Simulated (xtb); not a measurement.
water (H2O), SMILES O. All values are semi-empirical tight-binding results from xtb (GFN2-xTB unless named), good for trends rather than for accurate numbers. Coordinates come from a GFN2-xTB optimisation.

```json
{
  "point_group_as_xtb_finds_it": "C2v",
  "orbital_gap": "14.39 eV",
  "dipole_moment": "2.22 D",
  "zero_point_energy": "12.6 kcal/mol",
  "G − E(el) at 298.15 K (modified RRHO)": "1.6 kcal/mol",
  "static polarisability (D4 model)": "9.4 bohr³",
  "solvation energy, GFN2-xTB/ALPB(water)": "-9.1 kcal/mol",
  "solvation energy, GFN2-xTB/ALPB(chcl3)": "-2.2 kcal/mol"
}
```

Computed IR lines (harmonic; lines under 4 % of the strongest left out, lines within 3 cm⁻¹ merged):
ν (cm⁻¹): 1540 (vs), 3643 (w), 3651 (w) (against the strongest line: vs over 80 %, s over 45 %, m over 15 %, w over 4 %, vw less)
